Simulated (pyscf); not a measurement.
Optimised with ωB97X-D3(BJ)/def2-SVP in PySCF.

SMILES: [NH2][Sn]([SH])([NH2])[NH2]
```xyz
12

N      0.8793    -0.5951     0.8580
Sn    -0.6794    -0.4080    -0.4152
N     -1.8097    -2.0713    -0.1995
N     -0.2303    -0.3552    -2.3902
S     -1.7187     1.7164     0.0198
H      1.1069     0.2367     1.3973
H      0.8139    -1.3934     1.4857
H     -2.3665    -2.0924     0.6526
H     -2.4371    -2.2259    -0.9869
H      0.3337    -1.1497    -2.6900
H      0.2694     0.4917    -2.6568
H     -2.2187     1.7909    -1.2296
```

### Question
How much does it cost (ΔH, 298 K, ωB97M-D3(BJ)/def2-TZVP) to split `[NH2][Sn]([NH2])([NH2])[SH]` at its S–Sn bond into H₂N–Sn•(NH₂)–NH₂ + SH•?

### Answer
S–Sn to H₂N–Sn•(NH₂)–NH₂ + SH•: 3.06 eV. The 7 functionals that were run give +2.80 (PBE) to +3.35 eV (ωB97X-D3(BJ)). Other isomers of H₂N–Sn•(NH₂)–NH₂ were not searched in full and may lie lower. Left out: the spin-orbit lowering of SH. Elements past Kr carry the def2 core potentials, without spin-orbit coupling.
